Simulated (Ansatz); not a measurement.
Compare A (`C=CN1C=C1`) with its isomer B (`C/C=C\C#N`).

Computed with Ansatz on PBE0-D4/def2-TZVP structures; ΔE is electronic, products minus reactants. CBS: MP2 limit from def2 TZ/QZ plus the TZ coupled-cluster correction, frozen cores. This one scheme is used for every species. Functionals use def2-TZVPP. B3LYP here is the variant with VWN-RPA as its local correlation; programs differ in this. One conformer a species, not always the lowest.

A:

Z-matrix (Å, degrees):
```
C
C 1 1.326
H 1 1.082 2 121.1
H 1 1.085 2 121.5 3 -179.3
N 2 1.414 1 125.8 3 174.3
H 2 1.087 1 121.3 3 -0.5
C 5 1.491 2 115.7 1 29.7
C 5 1.489 2 116.6 1 86.5
H 7 1.074 5 138.7 2 -81.6
H 8 1.074 5 137.8 2 82.2
```

B:

```xyz
10

C     0.235    0.257   -1.252
C    -0.763    0.139   -0.162
C    -0.503   -0.188    1.105
C     0.809   -0.471    1.574
N     1.868   -0.702    1.966
H     0.217    1.267   -1.675
H     1.246    0.039   -0.909
H    -0.014   -0.426   -2.070
H    -1.800    0.336   -0.419
H    -1.296   -0.251    1.841
```

Question: Which isomer does CCSD(T)/CBS put lower? Give the gap. (Estimate.)

Answer: Ansatz gave: B, by 356.9 kJ/mol.

Question: Give E(B) − E(A) in kJ/mol with B3LYP, PBE-D4, r2SCAN-D4, B3LYP-D4, ωB97M-V, CCSD/def2-TZVPP, LDA (SPW92). (An estimate is asked.)

Answer: The calculation gave: B3LYP -364.3, PBE-D4 -338.9, r2SCAN-D4 -355.0, B3LYP-D4 -361.9, ωB97M-V -354.5, CCSD/def2-TZVPP -370.9, LDA (SPW92) -318.9. None reverses the order clearly.

Question: Does the order hold for the free energy at 298.15 K (harmonic terms from PBE0-D4)? (Estimate.)

Answer: Ansatz gave: Yes: G(B) − G(A) = -350.2 kJ/mol, for one conformer each.

Largest T1 diagnostic: 0.013.

Leaving LDA and LC-ωPBE aside and taking each functional with its dispersion term where it has one, the values, not all of them listed here, spread over 33.6 kJ/mol, from BHLYP-D4 to PBE-D4. LDA lies +21.5 kJ/mol from PBE without D4. At CCSD(T), def2-SVP lies −21.0 kJ/mol from the extrapolated value and def2-TZVPP −9.1 kJ/mol.
